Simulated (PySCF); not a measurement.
A geometry optimisation, step by step.

Compound: PF3.
Numbering: `[F:1][P:2]([F:3])[F:4]`

Method: PBE0-D3(BJ)/def2-SVP geometry optimisation, gas phase in PySCF; density fitting, grid level 1; the optimiser is geomeTRIC in internal coordinates, started from a GFN2-xTB structure with every atom displaced at random (about 0.01 Å). The frame can shift and turn from step to step; on so coarse a grid that alone can change the energy by a few meV, and forces under 0.02 eV/Å are noise.

Step 0: E = -17420.8972 eV, largest atomic force 1.168 eV/Å
```
atom  x, y, z in Å  |  force x, y, z in eV/Å
F1     -0.816   -1.080   -0.216   -0.466  -0.259   0.390
P2     -0.003   -0.004    0.635    0.063  -0.045  -1.165
F3      1.317   -0.200   -0.228    0.851  -0.151   0.401
F4     -0.459    1.258   -0.223   -0.449   0.455   0.373
```

Step 1: E = -17420.9721 eV, largest atomic force 0.411 eV/Å
```
atom  x, y, z in Å  |  force x, y, z in eV/Å
F1     -0.860   -1.054   -0.370    0.075  -0.004  -0.201
P2      0.020   -0.113    0.566    0.160   0.283   0.251
F3      1.397   -0.157   -0.255   -0.363   0.006  -0.022
F4     -0.518    1.297    0.024    0.129  -0.285  -0.029
```

Step 2: E = -17420.9781 eV, largest atomic force 0.376 eV/Å
```
atom  x, y, z in Å  |  force x, y, z in eV/Å
F1     -0.834   -1.047   -0.377   -0.088  -0.144   0.042
P2      0.018   -0.111    0.590    0.066   0.167  -0.330
F3      1.369   -0.150   -0.263    0.044  -0.024   0.144
F4     -0.515    1.281    0.015   -0.022   0.001   0.145
```

Step 3: E = -17420.9817 eV, largest atomic force 0.073 eV/Å
```
atom  x, y, z in Å  |  force x, y, z in eV/Å
F1     -0.834   -1.059   -0.377   -0.013  -0.026  -0.017
P2      0.018   -0.108    0.580    0.036   0.057  -0.027
F3      1.377   -0.147   -0.257   -0.024   0.010   0.029
F4     -0.523    1.286    0.019    0.001  -0.042   0.015
```

Step 4: E = -17420.9821 eV, largest atomic force under 0.02 eV/Å
```
atom  x, y, z in Å  |  force x, y, z in eV/Å
F1     -0.827   -1.065   -0.378    0.007  -0.008  -0.009
P2      0.018   -0.107    0.579    0.006   0.008   0.011
F3      1.379   -0.138   -0.253   -0.005   0.009   0.004
F4     -0.532    1.282    0.017   -0.008  -0.009  -0.005
```

Q: Summarise the path.

A: The energy falls by 1.96 kcal/mol from step 0 to step 4; nine tenths of that is first reached at step 2. It falls at every step. The largest force goes from 1.168 to under 0.02 eV/Å. Among the bonds P2–F3 changes most, from 1.589 to 1.596 Å; the atoms move by 0.051 Å rms after alignment.

Q: Follow the three bonds and two angles with the largest change from start to end.

A: 
```csv
step,E above end (kcal/mol),largest force (eV/Å),P2–F3 (Å),P2–F4 (Å),F1–P2 (Å),F3–P2–F4 (°),F1–P2–F3 (°)
0,1.96,1.168,1.589,1.593,1.595,92.5,92.9
1,0.23,0.411,1.603,1.604,1.592,98.0,99.1
2,0.09,0.376,1.598,1.598,1.593,96.4,96.5
3,0.01,0.073,1.597,1.597,1.595,97.2,97.2
4,0.00,under 0.02,1.596,1.596,1.596,97.3,97.3
```

What follows is the cost of the whole optimisation. On Arm Neoverse V1, one thread, no GPU, shared host with 32 logical CPUs at a one-minute load of 9.6, this took 4.5 s wall and 0.28 GiB of memory at its peak.
